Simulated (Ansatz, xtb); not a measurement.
**CH3BMg: where a starting geometry ends**

The starting geometry of this gas-phase singlet was built from a drawn formula by distance geometry and a force field; its bonds are those of `[B][CH2][MgH]`.

```yaml
atoms:
  - { symbol: C, position_ang: [0.3515, -2.1181, -0.3240] }
  - { symbol: B, position_ang: [0.0796, -1.4616, 1.0852] }
  - { symbol: Mg, position_ang: [-1.1269, -1.3952, -1.6890] }
  - { symbol: H, position_ang: [0.3329, -3.2205, -0.2682] }
  - { symbol: H, position_ang: [1.3709, -1.7429, -0.6795] }
  - { symbol: H, position_ang: [-2.3824, -0.8313, -2.8683] }
```

Where would you expect an optimisation with r2SCAN-D4/def2-SVP to take it?

It rearranges to `C=[B][MgH]`. Distances that change by over a tenth: C1–B2 (1.58 → 1.40 Å). Contacts that open: C1–Mg3 (2.14 → 3.64 Å). Contacts that close: B2–Mg3 (3.03 → 2.24 Å).

The energy falls by 1.14 eV over 18 steps:

| step | E − E(last) (eV) |
| --- | --- |
| 1 | 1.139 |
| 3 | 0.810 |
| 5 | 0.601 |
| 7 | 0.486 |
| 9 | 0.433 |
| 10 | 0.384 |
| 12 | 0.295 |
| 14 | 0.062 |
| 16 | 0.003 |
| 18 | 0.000 |

Final geometry (Å):

```yaml
atoms:
  - { symbol: C, position_ang: [0.9396, -2.4300, -0.0301] }
  - { symbol: B, position_ang: [-0.1314, -1.8514, -0.7254] }
  - { symbol: Mg, position_ang: [-1.8385, -0.9224, -1.8347] }
  - { symbol: H, position_ang: [0.8614, -3.3906, 0.4958] }
  - { symbol: H, position_ang: [1.9301, -1.9604, 0.0315] }
  - { symbol: H, position_ang: [-3.1356, -0.2147, -2.6808] }
```

From the same start GFN2-xTB reaches the same bonding as this run.

The end wasn't checked by frequencies. Run with Ansatz 0.2.0, 19 s on 2 threads of Arm Neoverse V1 (shared host).
